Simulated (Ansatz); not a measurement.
**[NH$_{2}$···H···CH$_{2}$], triplet along the distance N1-H4**

Starting geometry:

| atom | x (Å) | y (Å) | z (Å) |
| --- | --- | --- | --- |
| N | -1.2400 | -0.0184 | -0.0286 |
| H | -1.5373 | 0.9495 | -0.0286 |
| H | -1.5373 | -0.4207 | 0.8517 |
| H | -0.2276 | -0.0184 | -0.0286 |
| C | 1.4160 | -0.0184 | -0.0286 |
| H | 1.8305 | -0.0184 | 0.9676 |
| H | 1.8305 | -0.0184 | -1.0247 |

From there H4 is moved from one fragment to the other while all else, the fragments' distance too, stays fixed, so the hump isn't the reaction's barrier; atoms are numbered as listed. Energies are in eV, counted from the starting geometry at the same level.

Basis cc-pVDZ; Ansatz 0.2.0. Correlated methods freeze the noble-gas cores. Prefix R: restricted or restricted open-shell reference; prefix U: unrestricted.

For open shells CISD is restricted-active-space CI with the open shells as a complete middle space.

Full CI isn't at hand for all of this; UCCSDT(Q) serves as the reference, and is uncertain by about the last step of the cluster series. The frozen core follows each run's orbitals, which can shift R against U totals by a few meV.

```csv
distance N1-H4 (Å),UCCSDT(Q),error RMP2,error CISD,error RCCSD,error UCCSD,error RCCSDT,error UCCSDT
1.012,0.000,0.000,0.000,0.000,0.000,0.000,0.000
1.092,0.051,0.023,0.051,0.016,0.015,0.001,0.001
1.250,0.321,0.031,0.171,0.055,0.043,0.005,0.003
1.408,0.268,0.151,0.126,0.035,0.030,0.001,0.001
1.566,0.104,0.118,0.010,-0.001,-0.002,-0.002,-0.002
```

Errors are those of relative energies. In total energy the starting point itself misses UCCSDT(Q) by: RMP2 1.200, CISD 0.940, RCCSD 0.211, UCCSD 0.208, RCCSDT 0.013, UCCSDT 0.012 eV.

Spread of the error over the points with a reference, to 1.566 Å (largest less smallest): UCCSDT 0.005, RCCSDT 0.006, UCCSD 0.045, RCCSD 0.056, RMP2 0.151, CISD 0.171 eV.
